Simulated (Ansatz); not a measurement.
Species, as SMILES: [O]O (O-OH), doublet.
Atoms: O1, O2, H3. Bonds: O1-O2, O2-H3.

Basis-set convergence of the highest harmonic wavenumber at PBE with Ansatz (a program for electronic structure). Each level at its own minimum, finite differences of forces, unscaled; the reference is a large set that could be run, not a limit. Cartesian d functions, on some or all atoms, in 6-31G*, 6-31G**; all else is spherical. The program fits the integrals of some runs and decomposes those of others, by size. Open shells are unrestricted. No added dispersion term, no relativity. Reference: the value in def2-QZVPPD, 3434 cm⁻¹, itself unsure by roughly 2 cm⁻¹ (its mean distance from pcseg-3, def2-QZVPP, cc-pVQZ). Deviations are taken from unrounded values.

| basis | functions | highest harmonic wavenumber (cm⁻¹) | minus reference (cm⁻¹) |
|---|---|---|---|
| STO-3G | 11 | 3115 | -319 |
| 3-21G | 20 | 3117 | -316 |
| 6-31G* | 32 | 3340 | -94 |
| cc-pVDZ | 33 | 3353 | -81 |
| 6-31G** | 35 | 3405 | -29 |
| 6-311G** | 42 | 3437 | 3 |
| 6-311+G** | 50 | 3431 | -2 |
| aug-cc-pVDZ | 55 | 3412 | -21 |
| 6-311++G(2d,2p) | 64 | 3453 | 19 |
| def2-TZVP | 68 | 3407 | -27 |
| cc-pVTZ | 74 | 3436 | 2 |
| pcseg-2 | 74 | 3437 | 3 |
| def2-TZVPP | 76 | 3436 | 3 |
| def2-TZVPD | 89 | 3413 | -21 |
| aug-cc-pVTZ | 115 | 3426 | -7 |
| aug-pcseg-2 | 115 | 3434 | 1 |
| cc-pVQZ | 140 | 3433 | 0 |
| pcseg-3 | 153 | 3435 | 1 |

The smallest set listed that lies within 50 cm⁻¹ of the reference with all its larger relatives (same family, alike in diffuse functions; a set with none counts only in the reference's own line) is 6-31G** (35 functions, -29 cm⁻¹ off). Inside, with no larger relative to test it: aug-pcseg-2. (Relatives not listed, tested too: jun-cc-pV(T+d)Z 0, 6-311++G(3df,3pd) 4, def2-TZVPPD 4, def2-QZVP 5, def2-QZVPP 5, def2-QZVPPD 0 cm⁻¹.)
